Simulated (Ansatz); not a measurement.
## Worked example: AsF2⁺, triplet against AsF2, doublet

Geometry (PBE0/def2-TZVP stationary point of a doublet), kept for both states (AsF2, doublet: B1; AsF2⁺, triplet: B1):

```yaml
atoms:
  - { symbol: As, position_ang: [0.0000, -0.3875, 0.0000] }
  - { symbol: F, position_ang: [0.0000, 0.7641, -1.2906] }
  - { symbol: F, position_ang: [0.0000, 0.7641, 1.2906] }
```

Basis cc-pVDZ; Ansatz 0.2.0. Only valence electrons are correlated (noble-gas cores and the filled d shells of p-block atoms frozen). Prefix R: restricted or restricted open-shell reference; prefix U: unrestricted. No spin–orbit coupling is included, and no scalar relativity.

Full CI isn't at hand for all of this; UCCSDT(Q) serves as the reference, and is uncertain by about the last step of the cluster series.

| level | E(AsF2, doublet) (hartree) | E(AsF2⁺, triplet) (hartree) |
| --- | --- | --- |
| UHF | -2433.070700 | -2432.615021 |
| UMP2 | -2433.532474 | -2433.065151 |
| UCCSD(T) | -2433.553387 | -2433.088955 |
| PBE | -2435.026871 | -2434.562981 |
| PBE0 | -2435.085376 | -2434.610056 |
| UCCSDT(Q) | -2433.555386 | -2433.092218 |

Give the vertical gap, AsF2⁺ triplet less AsF2 doublet, at each level in eV (1 hartree = 27.2114 eV), and each error against UCCSDT(Q).

UCCSDT(Q): (-2433.092218 − (-2433.555386)) × 27.2114 = 12.603 eV (the reference)
PBE0: (-2434.610056 − (-2435.085376)) × 27.2114 = 12.934 eV, error 0.331 eV
PBE: (-2434.562981 − (-2435.026871)) × 27.2114 = 12.623 eV, error 0.020 eV
UCCSD(T): (-2433.088955 − (-2433.553387)) × 27.2114 = 12.638 eV, error 0.035 eV
UMP2: (-2433.065151 − (-2433.532474)) × 27.2114 = 12.717 eV, error 0.114 eV
UHF: (-2432.615021 − (-2433.070700)) × 27.2114 = 12.400 eV, error -0.203 eV

Total energies of functionals can't be set beside those of wave-function methods, since they hold the core's correlation and their own absolute errors; only the differences compare.

In so small a basis the reference is far from its limit while semilocal and hybrid functionals are nearer theirs, so the functionals' errors here hold much of the reference's basis and frozen-core error, which can add to them or hide them.

Each level lands on the state that its own search finds. T1 diagnostics of restricted CCSD: 0.019 and 0.036.
